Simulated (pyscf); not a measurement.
Optimised with ωB97X-D3(BJ)/def2-SVP in PySCF. Correlated levels are frozen-core, on RHF or UHF. ΔMP2 is the change of the MP2 total energy from the triple- to the quadruple-zeta basis.

**Question.** For `[CH3][F]` + `[H]` [doublet] -> `[CH3]` [doublet] + `[FH]`, an atom transfer (doublet surface; C–F broken, F–H formed), PBE/def2-TZVP gives ΔE‡ = 0.85 eV and ΔE = -0.90 eV (zero: the separated reactants). In which direction and how far do B3LYP-D3(BJ)/def2-TZVP, PBE0-D3(BJ)/def2-TZVP, CCSD(T)/def2-TZVPP + ΔMP2(QZVPP) move these?

**Answer.** B3LYP-D3(BJ): ΔE‡ = 0.97 eV, ΔE = -1.08 eV; PBE0-D3(BJ): ΔE‡ = 1.16 eV, ΔE = -0.97 eV; CCSD(T): ΔE‡ = 1.33 eV, ΔE = -1.17 eV. PBE's barrier lies under all of them, by 0.12 to 0.48 eV. Its reaction energy lies over all of them, by 0.07 to 0.27 eV. Low barriers are usual for a GGA, whose delocalisation error favours stretched bonds. The same reactants have a lower exit, to •H₂C–F + H₂ (barrier +0.51 eV at ωB97M-D3(BJ), against +1.28 eV here). This is the saddle that the search found; another between the same sides may lie lower. The angle at the transferred F is 180°. The CCSD(T) − MP2 part came from Ansatz, without density fitting, on the same reference.
